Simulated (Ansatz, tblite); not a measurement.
# The cluster CuSn2: rung by rung

One table from this session's results is given with a row withheld; the runs are named, their logs left out.

Method: as each input shows; program: Ansatz 0.2.0, Gaussian basis.

Levels to be run: GFN1-xTB, GFN2-xTB, PBE-D4/def2-TZVP, r2SCAN-D4/def2-TZVP, LDA/def2-TZVP, BHLYP-D4/def2-TZVP, r2SCAN0-D4/def2-TZVP, HSE06-D4/def2-TZVP, ωB97X-V/def2-TZVP, PBE-D4/def2-SVP, PBE0-D4/def2-SVP, PBE0-D4/def2-TZVPD, PBE-D4/def2-TZVPD, r2SCAN-D4/def2-TZVPD, CCSD(T)/def2-TZVP, RPA/def2-TZVP.

## The structure

The geometry is that of the doublet, from an earlier relaxation (PBE-D4/def2-TZVP). At that level it is the lowest of the isomers that a small search found.

3 atoms, charge 0, spin multiplicity 2.

Bond lengths: Cu1–Sn2 2.566 Å, Cu1–Sn3 2.566 Å, Sn2–Sn3 2.706 Å. Angles: Sn2–Cu1–Sn3 63.6°, Cu1–Sn2–Sn3 58.2°, Cu1–Sn3–Sn2 58.2°.

Sn takes a core potential in the def2 sets. No spin-orbit coupling is included.

PBE0-D4/def2-TZVP was run before; its log isn't repeated, and its numbers join the tables.

Set-up of the first run:

Tight binding, by tblite at 300 K electronic temperature and without a spin-polarisation term:

```python
tblite.interface.Calculator('GFN1-xTB', numbers, positions, charge=0, uhf=1).singlepoint()
```

Tight binding, by tblite at 300 K electronic temperature and without a spin-polarisation term:

```python
tblite.interface.Calculator('GFN2-xTB', numbers, positions, charge=0, uhf=1).singlepoint()
```

start.molden holds the orbitals of an earlier run on this state, given as this run's starting guess.

Input file in.yaml:

```yaml
crystal:
  periodic: [false, false, false]
  atoms:
    - {symbol: Cu, position_ang: [-1.287136, -0.600901, -0.308936]}
    - {symbol: Sn, position_ang: [1.253159, -0.580724, -0.671366]}
    - {symbol: Sn, position_ang: [0.033967, 1.181626, 0.980302]}
basis:
  gaussian: {orbitals: def2-TZVP, initial_orbitals: start.molden}
magnetization: {spin_polarized: true, initial_magnetization: 1}
hamiltonian: {xc: pbe, dispersion: d4}
scf: {omitted_lower_state_checks: [starts]}
output: {orbitals: {seedname: orbitals}}
```

Command:

```sh
ansatz run in.yaml --threads 4 --pin off --events-out ev --progress --plain --max-ram 3916MiB
```

Among the steps run: PBE-D4/def2-TZVP; r2SCAN-D4/def2-TZVP; LDA/def2-TZVP; BHLYP-D4/def2-TZVP; r2SCAN0-D4/def2-TZVP; HSE06-D4/def2-TZVP; ωB97X-V/def2-TZVP; PBE-D4/def2-SVP; PBE0-D4/def2-SVP; PBE0-D4/def2-TZVPD; PBE-D4/def2-TZVPD; r2SCAN-D4/def2-TZVPD; CCSD(T)/def2-TZVP; RPA/def2-TZVP.

One table of the session follows, with a row left open; its other results are not shown here.

It belongs to the step «Levels side by side». 

| level | HOMO (eV) | LUMO (eV) | gap (eV) |
| --- | --- | --- | --- |
| LDA/def2-TZVP | -4.40 | -4.44 | -0.04 |
| PBE-D4/def2-SVP | -4.06 | -4.00 | 0.06 |
| PBE-D4/def2-TZVP | -4.22 | -4.11 | 0.11 |
| PBE-D4/def2-TZVPD | -4.23 | -4.12 | 0.11 |
| r2SCAN-D4/def2-TZVP | -4.37 | -3.91 | 0.46 |
| r2SCAN-D4/def2-TZVPD | -4.38 | -3.92 | 0.46 |
| PBE0-D4/def2-SVP | -4.85 | -3.26 | 1.60 |
| PBE0-D4/def2-TZVP | -4.95 | -3.34 | 1.61 |
| PBE0-D4/def2-TZVPD | -4.96 | -3.36 | 1.61 |
| r2SCAN0-D4/def2-TZVP | -5.05 | -3.23 | 1.83 |
| HSE06-D4/def2-TZVP | -4.59 | -3.71 | 0.88 |
| BHLYP-D4/def2-TZVP | -5.60 | -2.60 | 3.00 |
| ωB97X-V/def2-TZVP | ? | ? | ? |

**Question.** Estimate the row for ωB97X-V/def2-TZVP.

The run gave: HOMO (eV): -6.80; LUMO (eV): -1.54; gap (eV): 5.26. In the column «HOMO (eV)» it is the lowest.

Caveats from the session: † marks a level with a doubtful state (flagged, unstable or spin-contaminated). LDA leaves an empty level below a filled one, so this occupation isn't an aufbau state there; left out of the range. Notes on CCSD(T)/def2-TZVP: spin contamination.
